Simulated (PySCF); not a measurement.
# C3H5F2: g tensor and hyperfine couplings

C₃H₅F₂ (doublet state).
Z-matrix (Å and degrees, GFN2-xTB geometry), rows numbered from 1:
```
C 
C   1  1.4710
C   2  1.5357  1  111.79
F   3  1.3560  2  110.57  1  -172.25
F   3  1.3527  2  110.82  1    70.40
H   1  1.0727  2  119.86  3    59.16
H   1  1.0701  2  121.14  3  -116.45
H   2  1.0985  1  111.31  3  -117.37
H   2  1.0908  1  111.54  3   120.98
H   3  1.1006  2  113.28  1   -50.99
```

The hyperfine couplings belong to this conformer and change with its torsions.

Identity: `FC(C[CH2])F` [radical].

Method used: PySCF 2.14.0, UKS B3LYP, pcH-1 on C F H, non-relativistic, mean-field spin-orbit, GIAO. The structure is a single GFN2-xTB conformer in the gas phase; no vibrational or solvent corrections. Couplings are sensitive to structure, and on GFN2-xTB geometries they can be far from those on DFT ones. Stability of the SCF solution: not tested.

```json
{
 "g1, g2, g3": "2.00213, 2.00281, 2.00331",
 "g_iso": "2.00275",
 "Form of g": "rhombic: the two nearest values differ by 42 % of g3 − g1",
 "⟨S²⟩": "0.7536 (exact 0.7500)",
 "α and β electrons": "21, 20",
 "HOMO–LUMO gap, α and β orbitals": "7.53, 7.21 eV"
}
```

Hyperfine couplings atom by atom, in G; T1 to T3 are the principal values of the dipolar part; ρ(0) is the spin density at the nucleus (MHz turned into gauss with g_iso; 10 G = 1 mT):

| atom | isotope | a_iso | T1 | T2 | T3 | Mulliken spin population | ρ(0) (bohr⁻³) |
| --- | --- | --- | --- | --- | --- | --- | --- |
| C1 | 13C | 32.4 | -29.3 | -29.1 | 58.4 | 1.08 | 0.0807 |
| C2 | 13C | -12.3 | -0.8 | 0.0 | 0.8 | -0.09 | -0.0307 |
| C3 | 13C | 31.6 | -1.9 | -1.6 | 3.5 | 0.04 | 0.0788 |
| F4 | 19F | 2.4 | -5.1 | -4.3 | 9.5 | 0.00 | 0.0016 |
| F5 | 19F | -0.2 | -3.8 | -1.8 | 5.6 | 0.00 | -0.0001 |
| H6 | 1H | -22.7 | -14.1 | -0.2 | 14.3 | -0.05 | -0.0142 |
| H7 | 1H | -23.3 | -14.2 | -0.1 | 14.3 | -0.05 | -0.0146 |
| H8 | 1H | 41.9 | -2.0 | -1.4 | 3.3 | 0.05 | 0.0263 |
| H9 | 1H | 1.2 | -1.8 | -1.4 | 3.2 | 0.00 | 0.0007 |
| H10 | 1H | -1.1 | -1.6 | -0.8 | 2.4 | 0.00 | -0.0007 |

The largest Mulliken spin populations are on C1 (+1.08) and C2 (-0.09). No atom but C1 exceeds +0.15. The positive populations add up to 1.18 and the negative ones to -0.18, together 2S = 1. The angles at C1 add up to 359.9°, so it is planar; its axial dipolar tensor and the negative couplings of its protons fit spin in a p orbital normal to that plane.

Axes: g3 points within 13° of the C1–H6 bond.

Under fast tumbling the dipolar parts average out, and these isotropic splittings remain: 2 × 1H (H6/H7, I = 1/2, 3 lines) with 2.30 mT, 2 × 1H (H8/H9, I = 1/2, 3 lines) with 2.15 mT, 2 × 19F (F4/F5, I = 1/2, 3 lines) with 0.11 mT and 1 × 1H (H10, I = 1/2, 2 lines) with 0.11 mT.

Class means assume fast exchange of nuclei equivalent by connectivity; if that motion is slow, each nucleus keeps its own coupling. The 1H value of +60.4 MHz is a mean of couplings from 3.3 to 117.4 MHz in this one geometry, not an average over conformers. The 19F value of +3.2 MHz is a mean of couplings from -0.4 to 6.9 MHz in this one geometry, not an average over conformers.

The 13C coupling of C1 (90.7 MHz) shows only in satellite lines or after enrichment, since that isotope makes up about 1.07 % of natural carbon.

The run took 16 s wall (with the writing of density and orbital grids) on an Arm Neoverse V2 with one thread, on a shared host, and the process peaked at 0.60 GiB of memory.
